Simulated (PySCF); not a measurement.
Al(Cl)3 anion (AlCl3), SMILES [Cl][Al]([Cl])[Cl] (connectivity only; charge and spin as stated), charge -1, multiplicity 2. Atoms are numbered in the order given.

```xyz
4

Al     0.0000     0.0000     0.6418
Cl     1.7885    -1.0326    -0.1636
Cl    -1.7885    -1.0326    -0.1636
Cl     0.0000     2.0652    -0.1636
```
Charge -1, spin multiplicity 2.

The structure is a stationary point at PBE0-D3(BJ)/def2-SVPD. The spin state was assumed, not searched. The isomer is the one that the SMILES or the coordinates give; other isomers of the formula were not compared.

Computed with PBE/pcH-1 (PySCF).

Unrestricted Kohn–Sham, ⟨S²⟩ = 0.751. Hyperfine tensors hold the contact and dipolar terms, without spin-orbit corrections.

Computed hyperfine couplings:
```json
[
 {"nucleus": "27Al no. 1", "A(iso) (MHz)": "1206.0", "A(iso) (G)": "430.3", "dipolar principal values (MHz)": "-36.4, -36.4, 72.9"},
 {"nucleus": "35Cl no. 2", "A(iso) (MHz)": "41.2", "A(iso) (G)": "14.7", "dipolar principal values (MHz)": "-14.2, -13.5, 27.7"},
 {"nucleus": "35Cl no. 3", "A(iso) (MHz)": "41.2", "A(iso) (G)": "14.7", "dipolar principal values (MHz)": "-14.2, -13.5, 27.7"},
 {"nucleus": "35Cl no. 4", "A(iso) (MHz)": "41.2", "A(iso) (G)": "14.7", "dipolar principal values (MHz)": "-14.2, -13.5, 27.7"}
]
```

And the g tensor (effective nuclear charges for spin-orbit coupling, GIAO)? (Estimate from the structure and the level; the computed values follow.)

principal values 2.0002, 2.0002, 2.0010; isotropic 2.0005.
